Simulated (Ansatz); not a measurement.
System: chalcopyrite ZnGeP2. Method: B3LYP (VWN-RPA form) in Ansatz (plane waves, PAW).

Run with plane-wave cutoff 460 eV, 6×6×6 k mesh, Fermi–Dirac smearing 0.01 eV, scalar-relativistic PAW data made under PBE.

Cell (measured lattice):

Space group I-42d (No. 122); a = 5.4600 Å, b = 5.4600 Å, c = 10.7100 Å, α = 90.00°, β = 90.00°, γ = 90.00°

```
atom  site  symmetry       x       y       z
----  ----  --------  ------  ------  ------
Zn      4a      -4..  0.0000  0.0000  0.0000
Ge      4b      -4..  0.0000  0.0000  0.5000
P       8d       .2.  0.2522  0.2500  0.1250
```
(The calculation used a cell of 8 atoms; values per cell refer to that cell.)

Question: Give the computed band gap and smallest direct gap on the k points sampled.

Answer: 
- band gap: 2.32 eV (indirect)
- smallest direct gap on the k points sampled: 2.47 eV

Measured, for comparison: band gap 2.05 eV (temperature not stated, no zero-point or thermal correction, pseudodirect, our sources range from 1.80 to 2.20; as tabulated in Rashkeev et al. (1999), arXiv:cond-mat/9809378).

Note: cell and atoms aren't relaxed at this level (pressure 3.9 GPa).

Spin–orbit coupling is not included.

Ansatz is a quantum-chemistry and plane-wave program.
